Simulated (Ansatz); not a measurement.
The structure comes from a relaxation in the same program, started in the fluorite type, and has space group Fm-3m. Whether it is a known phase or the ground state wasn't checked.

Input and log of a run on In2O: DFT, PBE, all-electron LAPW, scalar-relativistic (Ansatz 0.2.0).

Command: `ansatz run input.yaml --threads 1 --pin off --max-ram 4096MiB --backend cpu --events-out ev --progress --plain --runs-dir out` The run took 23 s on 1 thread of Intel(R) Xeon(R) 6975P-C (Granite Rapids), on a shared host, peak memory 0.43 GiB.

```yaml
crystal:
  lattice:
    - [0.0, 3.2062682673, 3.2062682673]
    - [3.2062682673, 0.0, 3.2062682673]
    - [3.2062682673, 3.2062682673, 0.0]
  atoms:
    - { symbol: O, position: [0.0, 0.0, 0.0] }
    - { symbol: In, position: [0.25, 0.25, 0.25] }
    - { symbol: In, position: [0.75, 0.75, 0.75] }
kpoints:
  mp_grid: { grid: [10, 10, 10] }
  band_path:
    path:
      - [0.0, 0.0, 0.0]
      - [0.5, 0.0, 0.5]
      - [0.625, 0.25, 0.625]
      - [0.375, 0.375, 0.75]
      - [0.0, 0.0, 0.0]
      - [0.5, 0.5, 0.5]
      - [0.5, 0.25, 0.75]
      - [0.5, 0.0, 0.5]
    npoints: 14
scf:
  occupations: { method: fermi_dirac, width: 0.03 }
hamiltonian:
  xc: pbe
  pseudopotentials: { kind: all_electron, lapw: { basis_error: 0.0005 } }
output:
  forces: true
  stress: true
  eigenvalues: true
  fatbands: true
  populations: true
  dos: { projected: true, de: 0.2, e_range: [-14, 8] }
```

The log:

```
O: projections on atomic orbitals take those of the free atom 1s2 2s2 2p4, of charge +0.00 (hamiltonian.pseudopotentials.projection_atoms)
In: projections on atomic orbitals take those of the free atom 1s2 2s2 2p6 3s2 3p6 3d10 4s2 4p6 4d10 5s2 5p1, of charge +0.00 (hamiltonian.pseudopotentials.projection_atoms)
LAPW: plane waves up to 7.719 Å⁻¹, error target 5.0e-4 eV per atom; small_component_spin mean_spin; O in spheres of 1.253 Å, 6 of its electrons in bands, Dirac shells []; In in spheres of 1.523 Å, 21 of its electrons in bands, Dirac shells []
Engine: ansatz 0.2.0
Pseudopotentials: kind: all_electron
Pseudopotential: O, LAPW, valence charge 6, Koelling and Harmon's equation, gaussian nucleus
Pseudopotential: In, LAPW, valence charge 21, Koelling and Harmon's equation, gaussian nucleus
Functional definition: PBE
  parameter kappa = 0.804
  parameter beta = 0.06672455060314922
  exchange = pbe_x(kappa = kappa, mu = beta*pi^2/3)
  correlation = pbe_c(beta = beta)
Crystal: 3 atoms, lattice volume = 65.922 Å³
Basis set: ecut = 227.03908141383695 eV, 531 PW (Γ), exchange–correlation at level 2
Bands: 29, of which v1, the nominal top of the filled ones, is band 24 counted from 1 (23 counted from 0)
Symmetry: 48 space group operations
Space group: Fm-3m (ITA 225), of the structure as read, at distance tolerance 4.0e-5 Å
k-points: 47 of 1000
Non-local potential: O, projectors of the file, none
Non-local potential: In, projectors of the file, none
Initial density: superposition of atomic densities (chi_scale 0.1, normalization cell, long waves kept (reshape's long-wave potential 0.01 eV rms))
Initial wavefunctions: plane waves of lowest kinetic energy (no species holds an atomic orbital)
Functional: x = pbe(κ = 0.804, μ = 0.2195149727645171), c = pbe(β = 0.06672455060314922)
iter 1 solved again at ethr=1.06e-2 eV; its pass at ethr=1.00e-1 eV (dr2=5.09e0 eV) is discarded
SCF iter   1: F=—  HF=-322141.237121 eV  |F-HF|=—  |Δ(HF+E_count)|=         —  Δρ=5.89e-2  dr2=5.08e0  ethr=1.06e-2  ⟨swp⟩=2.0  Hψ=8742  notcnv=0
preconditioner: auto → none  [insulator: Δε(μ)=0.267 eV  Ē_g=15.033 eV  σ=0.030 eV  W_gap=0.75  n_scr=14 (ndim 8)  ℏωp=25.9 eV  f_vac=0.027  D(μ)=0.73/eV (n_scr^D=0)  ε∞_Penn≈4.0]
SCF iter   2: F=—  HF=-322145.993410 eV  |F-HF|=—  |Δ(HF+E_count)|=    4.76e0  Δρ=1.16e-1  dr2=1.93e1  ethr=1.06e-2  ⟨swp⟩=3.0  Hψ=4442  notcnv=0  recentre
SCF iter   3: F=—  HF=-322138.621170 eV  |F-HF|=—  |Δ(HF+E_count)|=    7.37e0  Δρ=2.46e-2  dr2=9.60e-1  ethr=1.06e-2  ⟨swp⟩=3.0  Hψ=4033  notcnv=0
iter 4 solved again at ethr=1.63e-4 eV; its pass at ethr=2.00e-3 eV (dr2=7.81e-2 eV) is discarded
SCF iter   4: F=—  HF=-322138.368285 eV  |F-HF|=—  |Δ(HF+E_count)|=   2.53e-1  Δρ=7.57e-3  dr2=7.82e-2  ethr=1.63e-4  ⟨swp⟩=2.0  Hψ=7119  notcnv=0
SCF iter   5: F=—  HF=-322138.335733 eV  |F-HF|=—  |Δ(HF+E_count)|=   3.26e-2  Δρ=2.87e-3  dr2=1.25e-2  ethr=1.63e-4  ⟨swp⟩=2.0  Hψ=4018  notcnv=0
SCF iter   6: F=—  HF=-322138.331491 eV  |F-HF|=—  |Δ(HF+E_count)|=   4.24e-3  Δρ=1.65e-4  dr2=2.55e-5  ethr=2.60e-5  ⟨swp⟩=2.0  Hψ=3910  notcnv=0
SCF iter   7: F=—  HF=-322138.331542 eV  |F-HF|=—  |Δ(HF+E_count)|=   5.14e-5  Δρ=3.33e-4  dr2=1.61e-4  ethr=5.30e-8  ⟨swp⟩=3.0  Hψ=4095  notcnv=0
SCF iter   8: F=—  HF=-322138.331485 eV  |F-HF|=—  |Δ(HF+E_count)|=   5.79e-5  Δρ=6.85e-5  dr2=7.54e-6  ethr=5.30e-8  ⟨swp⟩=3.0  Hψ=4028  notcnv=0
SCF iter   9: F=—  HF=-322138.331482 eV  |F-HF|=—  |Δ(HF+E_count)|=   2.25e-6  Δρ=2.77e-5  dr2=1.19e-6  ethr=1.57e-8  ⟨swp⟩=2.0  Hψ=3904  notcnv=0
SCF iter  10: F=-322138.331482 eV  HF=-322138.331482 eV  |F-HF|=3.96e-9  |Δ(HF+E_count)|=   3.37e-7  Δρ=1.14e-6  dr2=1.95e-9  ethr=2.49e-9  ⟨swp⟩=2.0  Hψ=3906  notcnv=0
SCF 1 converged in 10 iterations: F = -322138.331482 eV  dr2 = 1.95e-9
NSCF: frozen V_eff on 99 k-points
SCF converged after 10 iterations
Free energy (F): -322138.331482 eV
Harris-Foulkes:  -322138.331482 eV  (|F-HF|=3.96e-9)
Internal energy: -322138.328415 eV  (E = F + TS)
E sigma→0 (E₀):  -322138.329948 eV
Entropy (-TS):   -0.003067 eV (-1.022 meV/atom)
Fermi energy:    10.838274 eV
--- Per-component energies (eV) ---
  E_band       = -1173.139110
  E_kinetic    = 338017.692983
  E_xc         = -8935.629272
  E_electrostatic = -651220.392126  (all electrons and nuclei)
  E_smearing   = -0.003067  (= −TS)
  E_closure    = 0.000000  (closes the sum)
  E_atoms      = -322127.755826  (free atoms, spherical and without spin; not in F)
  Σ components = -322138.331482   (vs F -322138.331482, Δ=0.00e0)
  Basis errors (estimates in eV, not in F): energy 1.8e-4 per atom: plane waves 1.5e-4 (8.2e-5 summed), levels above the bands 5.7e-92, relativity 8.9e-9, radial functions 3.1e-5, core shells 2.0e-8; eigenvalues (radial functions only) 1.5e-6; not estimated: angular momenta, meshes, grids; target (lapw.basis_error) 5.0e-4; muffin-tin radii O 1.253 Å, In 1.523 Å
--- Forces (eV/Å), atoms counted from 1 ---
  atom   1  O      0.00000000    -0.00000000     0.00000000
  atom   2  In     0.00000000    -0.00000000     0.00000000
  atom   3  In     0.00000000    -0.00000000     0.00000000
  max |Σ_I F_I| component: 2.31e-18 eV/Å
--- Stress (GPa, compression-positive) ---
        0.009271       0.000000      -0.000000
        0.000000       0.009271       0.000000
       -0.000000       0.000000       0.009271
  P = ⅓ Tr σ = 0.0093 GPa (0.093 kbar)
--- Band table (eV; the first three rows and the last of 47) ---
  k-point 0: bands = ["-104.3233", "-104.3224", "-62.8085", "-62.8085", "-62.8085", "-62.8025", "-62.8025", "-62.8025", "-6.0562", "-3.7172", "-3.7172", "-3.5384", "-3.5384", "-3.5384", "-3.2198", "-3.2198", "-3.2198", "-3.0760", "-3.0760", "4.0557", "8.4989", "8.4989", "8.4989", "12.4302", "12.8198", "12.8198", "12.8198", "17.5755", "17.5755"]
  k-point 1: bands = ["-104.3233", "-104.3225", "-62.8084", "-62.8084", "-62.8084", "-62.8027", "-62.8027", "-62.8027", "-6.0526", "-3.7030", "-3.7030", "-3.5293", "-3.5293", "-3.5183", "-3.2269", "-3.2261", "-3.2261", "-3.0930", "-3.0930", "4.0834", "8.4539", "8.4606", "8.4606", "11.3402", "12.9219", "12.9219", "13.9980", "17.2471", "17.2471"]
  k-point 2: bands = ["-104.3232", "-104.3225", "-62.8079", "-62.8079", "-62.8079", "-62.8031", "-62.8031", "-62.8031", "-6.0436", "-3.6613", "-3.6613", "-3.5031", "-3.5031", "-3.4656", "-3.2450", "-3.2450", "-3.2438", "-3.1420", "-3.1420", "4.1705", "8.1486", "8.3681", "8.3681", "10.5915", "13.1759", "13.1759", "14.8599", "16.6575", "16.6575"]
  k-point 46: bands = ["-104.3229", "-104.3228", "-62.8093", "-62.8091", "-62.8066", "-62.8045", "-62.8019", "-62.8018", "-6.0152", "-3.6070", "-3.5580", "-3.4574", "-3.3517", "-3.3442", "-3.2938", "-3.2918", "-3.2770", "-3.2524", "-3.2038", "5.3310", "5.9725", "7.1020", "10.1993", "10.6126", "10.6367", "11.7934", "14.7910", "16.5520", "19.1598"]
--- Löwdin populations: 3 sites ---
  site symbol       q [e]
     0      O      8.6242
     1     In     48.6534
     2     In     48.6534
  spilling = 0.000650 (of n_electrons = 106.000000)
```
